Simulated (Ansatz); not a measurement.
# C₃H₅+ (SMILES C=[C+]C): single points off equilibrium

One table from this session's results is given with a row withheld; the runs are named, their logs left out.

Method: single points in def2-TZVPP; program: Ansatz 0.2.0, Gaussian basis.

Cores are frozen in the correlated methods.

## The starting structure

SMILES `C=[C+]C`, 8 atoms, charge 1, spin multiplicity 1.

Atoms are counted from 1 here; the program's logs count them from 0.

Bond lengths: C1–C2 1.315 Å, C1–H4 1.052 Å, C1–H5 1.041 Å, C2–C3 1.386 Å, C3–H6 1.109 Å, C3–H7 1.079 Å, C3–H8 1.117 Å. Angles: C2–C1–H4 119.2°, C2–C1–H5 124.5°, H4–C1–H5 116.2°, C1–C2–C3 177.3°, C2–C3–H6 112.0°, C2–C3–H7 113.9°, C2–C3–H8 105.6°, H6–C3–H7 111.3°, H6–C3–H8 104.4°, H7–C3–H8 108.9°.

Coordinates:

```xyz
8
charge 1, multiplicity 1
C    -0.9639    0.7193   -0.9360
C    -0.1362    0.1033   -0.1200
C     0.7825   -0.5424    0.6928
H    -1.9395    0.3441   -1.0572
H    -0.7128    1.5437   -1.5196
H     1.2816    0.1571    1.3942
H     1.5032   -1.1367    0.1530
H     0.1802   -1.2142    1.3512
```

The first run:

run/in.yaml

```yaml
crystal:
  periodic: [false, false, false]
  atoms:
    - {symbol: C, position_ang: [-0.963900, 0.719300, -0.936000]}
    - {symbol: C, position_ang: [-0.136200, 0.103300, -0.120000]}
    - {symbol: C, position_ang: [0.782500, -0.542400, 0.692800]}
    - {symbol: H, position_ang: [-1.939500, 0.344100, -1.057200]}
    - {symbol: H, position_ang: [-0.712800, 1.543700, -1.519600]}
    - {symbol: H, position_ang: [1.281600, 0.157100, 1.394200]}
    - {symbol: H, position_ang: [1.503200, -1.136700, 0.153000]}
    - {symbol: H, position_ang: [0.180200, -1.214200, 1.351200]}
basis:
  gaussian: {orbitals: def2-TZVPP}
total_charge: 1
correlation: {method: ccsd_t}
output: {forces: true}
```

The command line of these runs was not kept.

Steps of the session up to this table: CCSD(T)/def2-TZVPP; PBE0-D4/def2-TZVPP; wB97M-V/def2-TZVPP; r2SCAN-D4/def2-TZVPP; PBE-D4/def2-TZVPP; revPBE-D4/def2-TZVPP; BLYP-D4/def2-TZVPP.

One table of the session follows, with a row left open; its other results are not shown here.

| method | RMS force component (eV/Å) | angle to CCSD(T) forces (°) |
| --- | --- | --- |
| CCSD(T) | 1.243 | reference |
| PBE0-D4 | ? | ? |
| wB97M-V | 1.403 | 7.4 |
| r2SCAN-D4 | 1.348 | 11.7 |
| PBE-D4 | 1.320 | 14.3 |
| revPBE-D4 | 1.286 | 12.3 |
| BLYP-D4 | 1.287 | 11.2 |

**Question.** Estimate the row for PBE0-D4.

The run gave: RMS force component (eV/Å): 1.385; angle to CCSD(T) forces (°): 10.8. In the column «RMS force component (eV/Å)» it lies between r2SCAN-D4 (1.348) and wB97M-V (1.403).
